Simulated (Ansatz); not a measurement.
A calculation with Ansatz (development build ahead of 0.2.0).

```yaml
crystal:
  periodic: [false, false, false]
  atoms:
    - { symbol: O, position_ang: [-6.0e-05, 0.0, 1.15871] }
    - { symbol: H, position_ang: [0.0004, 0.75814, 1.71961] }
    - { symbol: H, position_ang: [0.0004, -0.75814, 1.71961] }
basis:
  gaussian: { orbitals: cc-pVTZ }
hamiltonian:
  xc: hf
correlation:
  method: mp2
  frozen_orbitals: { H: 0, O: 1 }
```

The input is written out in the form of the current development build from the run's settings.

The run gave:

| Item | Value |
| --- | --- |
| Converged | yes |
| Reference energy | -76.05772 hartree |
| Correlation energy | -0.26024 hartree |
| Total energy | -76.31797 hartree |
| Spin squared of the determinant | 0.000 |
| Stability test | minimum among restricted orbitals |
| Occupied orbitals by symmetry in an Abelian subgroup (alpha; beta) | 3 A1 1 B1 1 B2; 3 A1 1 B1 1 B2 |
